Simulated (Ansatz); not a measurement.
Two isomers of C3H4O2: A = `OC1=CCO1`, B = `CC(=O)C=O`.

Program: Ansatz. Geometries: PBE0-D4/def2-TZVP. ΔE: electronic, gas phase. CBS: MP2 limit from def2 TZ/QZ plus the TZ coupled-cluster correction, frozen cores. DFT in def2-TZVPP. B3LYP here is the variant with VWN-RPA as its local correlation; programs differ in this. Each species was taken in one conformer, which may not be the lowest.

Question: Which isomer does CCSD(T)/CBS put lower? Give the gap. (Best estimate.)

Answer: Ansatz gave: B, by 119.0 kJ/mol.

Question: Give E(B) − E(A) in kJ/mol with CCSD(T)/def2-SVP, B3LYP-D4, B3LYP, MP2/def2-TZVPP, HF/def2-TZVPP, LDA (SPW92), ωB97M-V. (Best estimate.)

Answer: Computed: CCSD(T)/def2-SVP -149.2, B3LYP-D4 -130.6, B3LYP -130.9, MP2/def2-TZVPP -116.4, HF/def2-TZVPP -149.7, LDA (SPW92) -68.6, ωB97M-V -115.9. None reverses the order clearly.

Question: Does the order hold for the free energy at 298.15 K (harmonic terms from PBE0-D4)? (Estimate.)

Answer: The calculation gave: Yes: G(B) − G(A) = -131.0 kJ/mol, for one conformer each.

Largest T1 diagnostic: 0.015.

At CCSD(T), def2-SVP lies −30.2 kJ/mol from the extrapolated value and def2-TZVPP −5.3 kJ/mol. From BLYP to BHLYP (50 % exact exchange), in def2-TZVPP and without D4, E(B) − E(A) moves by +12.7 kJ/mol.
